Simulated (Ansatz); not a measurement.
**How far a parabola holds: energy against volume of zinc-blende BAs**

We consider zinc-blende BAs, described by PBE (plane waves, PAW; Ansatz, a quantum-chemistry and plane-wave program). Settings: plane-wave cutoff 520 eV, 12×12×12 k mesh, Fermi–Dirac smearing 0.01 eV, scalar-relativistic PAW data made under PBE. The cell has no free parameter but its volume, all volumes share cutoff and mesh, and the runs aren't spin-polarised. Energies are free energies at the run's smearing, counted from the lowest row; static lattice.

```csv
V (Å³/atom),E (meV/atom)
13.069,?
13.347,9.82
13.625,2.38
13.903,0.00
14.181,2.19
14.459,8.50
```

The 5 complete rows are fitted with a parabola, E against V. With u = V - 13.9, the rows have u = -0.5530, -0.2750, 0.0030, 0.2810, 0.5590. Least squares gives E = 0.000 - 1.196·u + 29.640·u². Residuals (row less fit): 0.094, -0.190, 0.003, 0.186, -0.093; standard error 0.210 (degrees of freedom: 2). The fitted curve has its minimum at V = 13.9, where E = -0.01. Its curvature is d²E/dV² = 2 × 29.640 meV/Å⁶, so B = V0·d²E/dV² × 0.1602 = 132 GPa.

**Question.** What does the fit predict for E at V = 13.069, and how far is the calculated value from it?

**Answer.** u = -0.8310, so E = 0.000 - 1.196 × (-0.8310) + 29.640 × (-0.8310)² = 21.462 meV/atom. The calculation gives 22.86 meV/atom, 1.398 meV/atom above the prediction (6.1 % of the range of E in the table). The row lies outside the fitted rows, so this is an extrapolation. From the scatter of the fitted rows alone, a prediction at this place has a standard error of 0.497 meV/atom, so the miss is 2.8 times that.

The residuals are curvature that a parabola lacks, not noise. A solid that stiffens under compression and softens on expansion lies above the parabola at the compressed end and under it at the expanded end, as this row does. A third-order Birch-Murnaghan fit to the whole scan has B0 = 131 GPa. Only scans are tabulated whose curvature falls smoothly with volume, and where the parabola meets the shown rows within 5 % of their range and misses the end by 0.1 meV or more.

Measured, for comparison: bulk modulus 142 GPa (temperature not stated, not corrected to a static lattice; as tabulated in PMC11618452 (zinc blende boron arsenide), quoting Tian et al.). Computed less measured: bulk modulus -8 %.
